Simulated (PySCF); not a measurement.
# A search over the determinants of MgO

Unrestricted PBE0; basis Mg def2-TZVP, O def2-TZVP; no relativity; PySCF 2.14. Outer shells of the fragments: Mg 3s2; O 2s2 2p4.

Followed along the bond (rough minima from three points):

| 2Ms+1 | unpaired | ⟨S²⟩ at the start | R at minimum (Å) | Te (eV) |
| --- | --- | --- | --- | --- |
| 3 | σ ↑, π ↑ | 2.01 | 1.88 | 0.00 |
| 1 | σ ↓, π ↑ | 1.00 | 1.88 | 0.05 |
| 1 | none | 0.00 | 1.73 | 0.33 |

Solutions found at the starting distance of 1.955 Å, counted from the lowest of them; the search is not exhaustive and high or unbound solutions are not listed, so other states can lie among these:

```tsv
2Ms+1	unpaired	term	E (eV)	⟨S²⟩	⟨Lz²⟩	μ (D)
3	σ ↑, π ↑	³Π	0.00	2.01	1.01	-3.33
1	σ ↓, π ↑	mixed	0.06	1.00	1.01	-3.40
1	none	¹Σ⁺	0.72	0.00	0.00	-7.71
3	π ↑↑	mixed	3.07	2.00	2.01	-3.88
1	π ↑↓	mixed	3.16	1.04	2.01	-3.49
3	π ↑↑	mixed	3.18	2.00	2.01	-3.71
```

A term symbol is given only where ⟨S²⟩ and ⟨Lz²⟩ are close to those of a pure state; real π, δ and φ orbitals otherwise mix terms. A positive dipole means Mg(−)O(+).

Counting both spins, an empty level lies below a filled one in some of these solutions, because spin and occupation are held.
